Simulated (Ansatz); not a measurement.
Geometry optimisation, RKS PBE-D4/def2-SVP in Ansatz.

Input file:

```yaml
crystal:
  periodic: [false, false, false]
  atoms:
    - { symbol: F, position_ang: [-1.7757, 0.8358, -1.2944] }
    - { symbol: C, position_ang: [-0.6119, 0.706, -0.63] }
    - { symbol: O, position_ang: [-0.5018, -0.6348, -0.2155] }
    - { symbol: C, position_ang: [0.4929, -0.7887, 0.668] }
    - { symbol: F, position_ang: [0.19241, -0.11885, 1.80931] }
    - { symbol: H, position_ang: [-0.6216, 1.3787, 0.2032] }
    - { symbol: H, position_ang: [0.2181, 0.9885, -1.3202] }
    - { symbol: H, position_ang: [0.69101, -1.82623, 0.97042] }
    - { symbol: H, position_ang: [1.44537, -0.35632, 0.28879] }
basis:
  gaussian: { orbitals: def2-SVP }
hamiltonian:
  xc: pbe
  dispersion: d4
relax:
  f_tol: 0.015
  max_steps: 40
```

Command:

```bash
$ ansatz run input.yaml --threads 1 --pin off --max-ram 2048MiB --backend cpu --events-out ev --progress --plain --runs-dir out
```

Where does it end, and by what steps?

The forces met the threshold. After 17 steps the energy has fallen by 0.375 eV; F1 moved furthest, 1.31 Å.

```csv
step,energy less start (eV),largest force component (eV/Å),accepted
0,0.0000,1.524,yes
1,-0.1601,0.733,yes
2,-0.1891,0.129,yes
3,-0.1903,0.036,yes
4,-0.1921,0.087,yes
5,-0.1974,0.336,yes
6,-0.2213,0.132,yes
7,-0.2429,0.183,yes
8,-0.2243,0.968,no
9,-0.2574,0.101,yes
10,-0.2726,0.222,yes
11,-0.2924,0.547,yes
12,-0.3146,0.670,yes
13,-0.3469,0.382,yes
14,-0.3689,0.208,yes
15,-0.3746,0.049,yes
16,-0.3752,0.021,yes
17,-0.3752,0.005,yes
```

```xyz
9
Properties=species:S:1:pos:R:3
F -0.609 0.455 -1.742
C -0.737 0.845 -0.422
O -0.735 -0.261 0.427
C 0.518 -0.851 0.592
F 1.328 -0.075 1.399
H -1.718 1.346 -0.286
H 0.104 1.536 -0.187
H 0.344 -1.829 1.086
H 1.034 -0.981 -0.387
```

Whether the end is a true minimum wasn't checked by a vibrational analysis.

Run time: 43 s on 1 CPU thread of a shared host.
